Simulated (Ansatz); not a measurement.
**CHN (singlet): BHLYP, wB97X-V over a scan of the distance C2–H3, 6-31G**

How well do these functionals follow the top wave-function level for CHN (singlet) over a scan of the distance C2–H3?

Method: 6-31G, all electrons in the functionals; program: Ansatz 0.2.0, Gaussian basis.

Plan: BHLYP, wB97X-V, at 0.864 Å; 0.957 Å; 1.069 Å; 1.158 Å; 1.322 Å; 1.448 Å; 1.684 Å; 1.999 Å; 2.384 Å; 2.847 Å; 3.711 Å.

16 further runs of the same task are left out: 13 that didn't finish, 3 set aside as unsound or not needed.

## Step 1: The geometry

The geometry derives from a PBE0/def2-TZVP stationary point (not a proven minimum). One bond is set to the value named and the two fragments are kept rigid.

3 atoms, charge 0, spin multiplicity 1.

Atoms are counted from 1 here; the program's logs count them from 0.

Bond lengths: N1–C2 1.146 Å, C2–H3 1.069 Å. Angles: N1–C2–H3 180.0°.

As a file:

| atom | x (Å) | y (Å) | z (Å) |
| --- | --- | --- | --- |
| N1 | 0.0000 | 0.0000 | 1.1200 |
| C2 | 0.0000 | 0.0000 | -0.0256 |
| H3 | 0.0000 | 0.0000 | -1.0944 |

No dispersion term is added; wB97X-V holds VV10 nonlocal correlation.

The geometry shown and the zero of energy belong to the point 1.069 Å. The yardstick, FCI, and other wave-function levels (R restricted, U unrestricted, valence and pair active spaces) come from earlier runs.

## Step 2: BHLYP, 0.864 Å

Input file in.yaml:

```yaml
crystal:
  periodic: [false, false, false]
  atoms:
    - {symbol: N, position_ang: [0.000000, 0.000000, 1.051737]}
    - {symbol: C, position_ang: [0.000000, 0.000000, -0.093869]}
    - {symbol: H, position_ang: [0.000000, 0.000000, -0.957869]}
basis:
  gaussian: {orbitals: 6-31G}
hamiltonian: {xc: {name: BHLYP}}
```

Run with:

```
ansatz run in.yaml --threads 1 --pin off --events-out ev --progress --plain --max-ram 2393MiB
```

Further steps of the session: BHLYP, 0.957 Å; BHLYP, 1.069 Å; BHLYP, 1.158 Å; BHLYP, 1.322 Å; BHLYP, 1.448 Å; BHLYP, 1.684 Å; BHLYP, 1.999 Å; BHLYP, 2.384 Å; BHLYP, 2.847 Å; BHLYP, 3.711 Å; wB97X-V, 0.864 Å; wB97X-V, 0.957 Å; wB97X-V, 1.069 Å; wB97X-V, 1.158 Å; wB97X-V, 1.322 Å; wB97X-V, 1.448 Å; wB97X-V, 1.684 Å; wB97X-V, 1.999 Å; wB97X-V, 2.384 Å; wB97X-V, 2.847 Å; wB97X-V, 3.711 Å.

Before running them: what should the planned runs give, taken together? Wanted: span of the FCI curve; largest miss, BHLYP; largest miss, wB97X-V.

**Answer**, as computed:

| quantity | value |
| --- | --- |
| span of the FCI curve | 5.183 eV |
| largest miss, BHLYP | +0.835 eV (1.999 Å) |
| largest miss, wB97X-V | +0.864 eV (2.384 Å) |

In words: Of the functionals, BHLYP keep the smallest largest miss at the points compared (at most 0.835 eV) and wB97X-V strays most (0.864 eV, at 2.384 Å). BHLYP, wB97X-V clearly break the spin symmetry at some points (⟨S²⟩ up to 1.02 above the pure value), so energy there is bought with a mixed spin. Functionals and the yardstick converge differently with the basis, so part of each miss in 6-31G is the basis.
